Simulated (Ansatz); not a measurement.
A nudged elastic band was laid between two geometries of H4Si + H6Si2 (13 atoms, charge 0, multiplicity 1).

The calculation used RKS PBE0-D4/6-31G* in Ansatz 0.2.0.

```
movable images  : 5
climbing image  : yes
spring          : 5.0 eV/Å²
optimiser       : quadratic models (default)
start path      : through a guess of the saddle point
force threshold : 0.03 eV/Å
iteration limit : 60
end points      : relaxed
```

Initial state:

```xyz
13
Properties=species:S:1:pos:R:3
Si -0.311 0.372 -0.440
H -0.946 1.211 0.616
H 1.058 0.002 0.021
H -0.176 1.194 -1.677
Si -1.599 -1.532 -0.876
H -1.851 -2.294 0.379
H -2.913 -1.138 -1.460
H -0.905 -2.429 -1.845
Si 1.626 -2.716 1.644
H 1.172 -3.103 0.279
H 2.845 -1.868 1.538
H 1.940 -3.942 2.428
H 0.543 -1.950 2.322
```

Final state:

```xyz
13
Properties=species:S:1:pos:R:3
Si 0.570 -0.691 -0.464
H -1.194 -0.064 2.597
H 1.429 -0.354 -1.637
H 0.275 0.581 0.258
Si -1.430 -1.646 -1.213
H -2.335 -1.916 -0.059
H -2.134 -0.744 -2.168
H -1.151 -2.939 -1.901
Si 1.727 -2.161 0.940
H 0.845 -2.614 2.056
H 2.155 -3.362 0.164
H 2.940 -1.515 1.523
H -1.215 -0.769 2.833
```

What changes between the two ends?

Bonds broken: Si1–H2, Si9–H13. Bonds formed: Si1–Si9, H2–H13. H4Si + H6Si2 becomes H2 + H8Si3.

What energy profile does the band end with?

The run converged. The highest image is number 3 of 0 to 6, 3.33 eV above the first end and 3.24 eV above the last; the last end lies 0.09 eV above the first. Neighbouring images differ by up to 3.3 eV, so the band resolves the path poorly. A vibrational analysis at the climbing image gives one clearly imaginary mode, 1728i cm⁻¹: a first-order saddle point. The orbitals stay closed-shell, which can raise the energy where a bond breaks towards radicals; this wasn't checked here.

| image | path coordinate (Å) | energy (eV) | Si1–H2 (Å) | Si9–H13 (Å) | Si1–Si9 (Å) |
| --- | --- | --- | --- | --- | --- |
| 0 | 0.00 | 0.00 | 1.49 | 1.49 | 4.20 |
| 1 | 2.60 | 0.01 | 1.49 | 1.49 | 4.39 |
| 2 | 5.20 | 0.01 | 1.49 | 1.49 | 3.92 |
| 3 | 7.80 | 3.33 | 1.72 | 1.89 | 2.62 |
| 4 | 9.00 | 0.61 | 2.53 | 2.55 | 2.36 |
| 5 | 10.20 | 0.12 | 3.33 | 3.28 | 2.34 |
| 6 | 11.40 | 0.09 | 3.59 | 3.76 | 2.34 |

What is the geometry of the highest image?


```xyz
13
Properties=species:S:1:pos:R:3
Si 0.096 -0.247 0.087
H -1.138 -0.406 1.268
H 1.522 -0.256 -0.464
H -0.115 1.235 0.213
Si -1.212 -1.680 -1.212
H -1.781 -2.711 -0.298
H -2.329 -0.942 -1.864
H -0.397 -2.346 -2.266
Si 1.261 -2.195 1.401
H 0.642 -3.158 2.364
H 1.677 -2.924 0.169
H 2.454 -1.563 2.028
H -0.198 -1.001 1.502
```

Time of the run: 14 min on 1 thread of Intel(R) Xeon(R) Platinum 8488C (Sapphire Rapids) (shared host), peak memory 0.18 GiB.
